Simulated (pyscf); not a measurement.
Optimised with ωB97X-D3(BJ)/def2-SVP in PySCF. Correlated levels are frozen-core, on RHF or UHF. ΔMP2 is the change of the MP2 total energy from the triple- to the quadruple-zeta basis.

What is the homolytic dissociation enthalpy (298 K, CCSD(T)/def2-TZVPP + ΔMP2(QZVPP)) of the F–Ge bond of HO–GeH(F)–F, to HO–GeH•–F + F•?

F–Ge to HO–GeH•–F + F•: 559.9 kJ/mol. Other isomers of HO–GeH•–F were not searched in full and may lie lower. The CCSD(T) − MP2 part came from Ansatz, without density fitting, on the same reference. The frozen core leaves the outer d or s,p core shells of the metals and heavy elements correlated in the MP2 and CC values, and def2-TZVPP describes them poorly, which can shift differences by a few kcal/mol. Left out: the spin-orbit lowering of F. Elements up to Kr have no core potential and no relativistic terms here.
